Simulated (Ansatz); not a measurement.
Compare A (`CCCCC=O`) with its isomer B (`C=COCCC`).

Gas-phase electronic energies from Ansatz, PBE0-D4/def2-TZVP geometries. CCSD(T)/CBS is the MP2 limit (def2-TZVPP, def2-QZVPP) plus CCSD(T) − MP2 in def2-TZVPP, frozen cores. Functionals use def2-TZVPP. B3LYP here is the variant with VWN-RPA as its local correlation; programs differ in this. Each species was taken in one conformer, which may not be the lowest.

Q: Which isomer does CCSD(T)/CBS put lower? Give the gap. (An estimate is asked.)

A: The calculation gave: A, by 15.1 kcal/mol.

Q: Give E(B) − E(A) in kcal/mol with MP2/def2-TZVPP, B3LYP, CCSD(T)/def2-TZVPP, r2SCAN-D4, B3LYP-D4, B2PLYP, HF/def2-TZVPP. (An estimate is asked.)

A: Ansatz gave: MP2/def2-TZVPP 16.8, B3LYP 13.5, CCSD(T)/def2-TZVPP 15.7, r2SCAN-D4 14.5, B3LYP-D4 14.3, B2PLYP 14.8, HF/def2-TZVPP 15.2. None reverses the order clearly.

Largest T1 diagnostic: 0.012.

The D4 term adds +0.9 kcal/mol with B3LYP and +0.5 kcal/mol with PBE0; it sums over pairs of atoms, weighted by their polarisabilities, and B3LYP, whose exchange is more repulsive, gets the larger term.
